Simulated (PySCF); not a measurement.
Consider ethynyl, `[C]#C` (C2H•, doublet). Numbering: `[C:1]#[CH:2]`

Energies: PBE0-D3(BJ)/ma-def2-TZVP (PySCF, density fitting, integration grid level 2) on GFN2-xTB structures. The prefix ma- adds one diffuse s and one diffuse p function on all atoms but H. Thermal corrections: GFN2-xTB frequencies, unscaled, ideal gas at 298.15 K and 1 bar, quasi-RRHO entropy.

(1) What are the vertical and the adiabatic ionisation energy for forming the singlet cation?

(2) What oxidation potential follows in acetonitrile (IEF-PCM), given that Fc+/Fc comes at 4.40 V absolute with this functional and basis?

(3) What are the vertical and the adiabatic ionisation energy for forming the triplet cation?

(4) Where does the unpaired spin of the relaxed triplet cation sit?

(5) What oxidation potential follows in acetonitrile (IEF-PCM), given that Fc+/Fc comes at 4.40 V absolute with this functional and basis?

(6) What are the vertical and the adiabatic electron affinity for forming the singlet anion?

(7) What reduction potential follows in acetonitrile (IEF-PCM), given that Fc+/Fc comes at 4.40 V absolute with this functional and basis?

(8) Which spin state does oxidation lead to?

Answers

(1) 14.62 eV vertical and 14.60 eV adiabatic, the latter with zero-point energy.

(2) In the gas phase ΔG of oxidation is 14.615 eV, and solvation is -9.1 kJ/mol for the parent and -300.6 kJ/mol for the product, so the absolute potential is 11.59 V, or 7.19 V against Fc+/Fc. Fc+/Fc in acetonitrile, 4.40 V, is PBE0-D3(BJ)/ma-def2-TZVP on PBE0-D3(BJ)/def2-SVP structures with GFN2-xTB thermal terms. Benchmark calculations put it near 5.0 V in acetonitrile and DMSO, so it is about 0.6 V low, and the value against it can read up to that much too high. The solvent is electrostatics only, on gas-phase structures; the absolute scale refers to an electron at rest in vacuum.

(3) 11.58 eV vertical and 11.41 eV adiabatic, the latter with zero-point energy.

(4) C1 (alkyne carbon) 1.66, C2 (alkyne carbon) 0.34 (intrinsic atomic orbital populations).

(5) In the gas phase ΔG of oxidation is 11.405 eV, and solvation is -9.1 kJ/mol for the parent and -295.3 kJ/mol for the product, so the absolute potential is 8.44 V, or 4.04 V against Fc+/Fc. Fc+/Fc in acetonitrile, 4.40 V, is PBE0-D3(BJ)/ma-def2-TZVP on PBE0-D3(BJ)/def2-SVP structures with GFN2-xTB thermal terms. Benchmark calculations put it near 5.0 V in acetonitrile and DMSO, so it is about 0.6 V low, and the value against it can read up to that much too high. The solvent is electrostatics only, on gas-phase structures; the absolute scale refers to an electron at rest in vacuum.

(6) 2.81 eV vertical and 2.89 eV adiabatic, the latter with zero-point energy.

(7) In the gas phase −ΔG of reduction is 2.872 eV, and solvation is -9.1 kJ/mol for the parent and -291.1 kJ/mol for the product, so the absolute potential is 5.79 V, or 1.39 V against Fc+/Fc. Fc+/Fc in acetonitrile, 4.40 V, is PBE0-D3(BJ)/ma-def2-TZVP on PBE0-D3(BJ)/def2-SVP structures with GFN2-xTB thermal terms. Benchmark calculations put it near 5.0 V in acetonitrile and DMSO, so it is about 0.6 V low, and the value against it can read up to that much too high. The solvent is electrostatics only, on gas-phase structures; the absolute scale refers to an electron at rest in vacuum.

(8) The triplet, 3.18 eV below the singlet.

Note: the singlet was run as a closed shell, which can place it too high against the triplet, even in the wrong order.

Differences come from unrounded values, so a last digit can differ from that of the printed terms.
